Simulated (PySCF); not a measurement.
# AlH3 (SMILES [H][Al]([H])[H]) at M06-2X/6-31G

What is the energy change on altering one bond length of AlH3 at M06-2X/6-31G? 

The results are computed with PySCF 2.14.0.

8 further runs of the same task are left out: 8 set aside as unsound or not needed.

### Step 1. Starting point

AlH3: 4 atoms, total charge 0, spin state singlet. As SMILES, `[H][Al]([H])[H]`. The shape comes from GFN2-xTB, which is rough for such elements, and wasn't checked as a minimum.

Bond lengths: Al1–H2 1.553 Å, Al1–H3 1.553 Å, Al1–H4 1.553 Å. Angles: H2–Al1–H3 120.0°, H2–Al1–H4 120.0°, H3–Al1–H4 120.0°.

### Step 2. The energy at M06-2X/6-31G

input.py reads:

```python
from pyscf import gto, dft

molecule = gto.M(
    atom='''
Al    -0.000019    -0.000038     0.000038
H      2.934083    -0.057674     0.027609
H     -1.416936     2.569725    -0.036132
H     -1.517129    -2.512013     0.008466
''',
    charge=0,
    max_memory=1860,
    verbose=4,
    basis='6-31g',
    unit='bohr',
)

mf = dft.RKS(molecule, xc='m06-2x')
mf.conv_tol = 1e-10
mf.grids.level = 5
mf.kernel()
if not mf.converged:
    mf = mf.newton().run(mf.mo_coeff, mf.mo_occ)

e_tot = mf.e_tot
print('E = %.10f Eh' % e_tot)
```

Started as:

```console
$ OMP_NUM_THREADS=1 python input.py
```

Output:

```text
PySCF version 2.14.0

[INPUT] num. atoms = 4
[INPUT] num. electrons = 16
[INPUT] charge = 0
[INPUT] spin (= nelec alpha-beta = 2S) = 0
[INPUT] symmetry False subgroup None
[INPUT] Mole.unit = bohr
[INPUT] Symbol           X                Y                Z      unit          X                Y                Z       unit  Magmom
[INPUT]  1 Al    -0.000010054367  -0.000020108734   0.000020108734 AA   -0.000019000000  -0.000038000000   0.000038000000 Bohr   0.0
[INPUT]  2 H      1.552649858548  -0.030519766463   0.014610053616 AA    2.934083000000  -0.057674000000   0.027609000000 Bohr   0.0
[INPUT]  3 H     -0.749810240532   1.359839908331  -0.019120230985 AA   -1.416936000000   2.569725000000  -0.036132000000 Bohr   0.0
[INPUT]  4 H     -0.802830092826  -1.329300033135   0.004480014268 AA   -1.517129000000  -2.512013000000   0.008466000000 Bohr   0.0

nuclear repulsion = 13.879459743232
number of shells = 13
number of NR pGTOs = 58
number of NR cGTOs = 19
basis = 6-31g
ecp = {}

******** <class 'pyscf.dft.rks.RKS'> ********
method = RKS
initial guess = minao
damping factor = 0
level_shift factor = 0
DIIS = <class 'pyscf.scf.diis.CDIIS'>
diis_start_cycle = 1
diis_space = 8
diis_damp = 0
SCF conv_tol = 1e-10
SCF conv_tol_grad = None
SCF max_cycles = 50
direct_scf = True
direct_scf_tol = 1e-13
XC library pyscf.dft.libxc version 7.0.0
    S. Lehtola, C. Steigemann, M. J.T. Oliveira, and M. A.L. Marques.,  SoftwareX 7, 1–5 (2018)
XC functionals = m06-2x
    Y. Zhao and D. G. Truhlar.,  Theor. Chem. Acc. 120, 215 (2008)
    Y. Zhao and D. G. Truhlar.,  Theor. Chem. Acc. 120, 215 (2008)
radial grids:
    Treutler-Ahlrichs [JCP 102, 346 (1995); DOI:10.1063/1.469408] (M4) radial grids

becke partition: Becke, JCP 88, 2547 (1988); DOI:10.1063/1.454033
pruning grids: <function nwchem_prune>
grids dens level: 5
symmetrized grids: False
atomic radii adjust function: <function treutler_atomic_radii_adjust>
small_rho_cutoff = 0
Set gradient conv threshold to 1e-05
Initial guess from minao.
tot grids = 113672
init E= -243.872863482353
  HOMO = -0.335713282305414  LUMO = -0.068071393301759  gap/eV = 7.28291
cycle= 1 E= -244.11840999171  delta_E= -0.246  |g|= 0.082  |ddm|= 1.41
  HOMO = -0.362402776519035  LUMO = -0.0537232334845927  gap/eV = 8.39960
cycle= 2 E= -244.12234084648  delta_E= -0.00393  |g|= 0.0208  |ddm|= 0.206
  HOMO = -0.358824508663581  LUMO = -0.0456626927401084  gap/eV = 8.52157
cycle= 3 E= -244.122563087926  delta_E= -0.000222  |g|= 0.00281  |ddm|= 0.0443
  HOMO = -0.359018267552825  LUMO = -0.046353597324974  gap/eV = 8.50804
cycle= 4 E= -244.122569927165  delta_E= -6.84e-06  |g|= 0.000147  |ddm|= 0.0092
  HOMO = -0.359075098588255  LUMO = -0.0464088854867342  gap/eV = 8.50808
cycle= 5 E= -244.122569950275  delta_E= -2.31e-08  |g|= 1.34e-05  |ddm|= 0.000648
  HOMO = -0.359078399125092  LUMO = -0.0464076281916537  gap/eV = 8.50821
cycle= 6 E= -244.122569950384  delta_E= -1.09e-10  |g|= 6.35e-07  |ddm|= 4.98e-05
  HOMO = -0.359078281654271  LUMO = -0.0464073843981829  gap/eV = 8.50821
cycle= 7 E= -244.122569950385  delta_E= -6.82e-13  |g|= 3.2e-08  |ddm|= 2.52e-06
  HOMO = -0.359078325368699  LUMO = -0.0464074113085526  gap/eV = 8.50821
Extra cycle  E= -244.122569950385  delta_E= -5.12e-13  |g|= 4.64e-09  |ddm|= 9.26e-08
converged SCF energy = -244.122569950385
E = -244.1225699504 Eh
```

Run time: 2.6 s. Hardware: 1 thread of Arm Neoverse V1, shared host; peak memory 0.18 GiB.

### Step 3. The distorted shape at the same level

input.py reads:

```python
from pyscf import gto, dft

system = gto.M(
    atom='Al -0.776298 0.015229 -0.007275; H 1.552650 -0.030520 0.014610; H -1.526098 1.375089 -0.026415; H -1.579118 -1.314051 -0.002815',
    charge=0,
    max_memory=1860,
    basis='6-31g',
    verbose=3,
)

ks = dft.RKS(system, xc='m06-2x')
ks.conv_tol = 1e-10
ks.grids.level = 5
ks.kernel()
if not ks.converged:
    ks = ks.newton().run(ks.mo_coeff, ks.mo_occ)

etot = ks.e_tot
print(f'total energy: {etot:.8f} hartree')
```

Started as:

```console
$ OMP_NUM_THREADS=1 python input.py
```

Output:

```text
converged SCF energy = -244.064658786637
total energy: -244.06465879 hartree
```

It took 2.3 s on 1 thread of Arm Neoverse V1, shared host; peak memory 0.18 GiB.

### Step 4. Outcome

Level: M06-2X/6-31G.

```
                                                          quantity          value
                                         first shape: total energy  -244.12257 Eh
                                        first shape: dipole moment         0.00 D
                                          first shape: HOMO energy       -9.77 eV
                                          first shape: LUMO energy       -1.26 eV
                                        first shape: HOMO–LUMO gap        8.51 eV
                                     distorted shape: total energy  -244.06466 Eh
                                    distorted shape: dipole moment         1.50 D
                                      distorted shape: HOMO energy       -8.16 eV
                                      distorted shape: LUMO energy       -1.54 eV
                                    distorted shape: HOMO–LUMO gap        6.63 eV
energy change with the Al1–H2 bond stretched from 1.553 to 2.330 Å       1.576 eV
```

With the Al1–H2 bond stretched from 1.553 to 2.330 Å the energy rises by 1.58 eV (152 kJ/mol). The first shape isn't relaxed at this level, so the change isn't measured from a minimum. Mulliken charges (first shape) run from -0.18 on H2 to +0.54 on Al1.
